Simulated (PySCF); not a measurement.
An element was calculated at r2SCAN (PySCF 2.14, spin-free X2C, a triple-zeta basis, no spin-orbit coupling), in the ground configurations that NIST lists.

```
electron affinity        : 0.599 eV
first ionisation energy  : 6.157 eV
second ionisation energy : 18.415 eV
third ionisation energy  : 28.402 eV
```

Q: Which element is it?

A: Aluminium (Al, Z = 13), in x2c-TZVPPall with one added diffuse shell each of s, p, d type. NIST lists 5.986, 18.829, 28.448 eV for these ionisation energies.
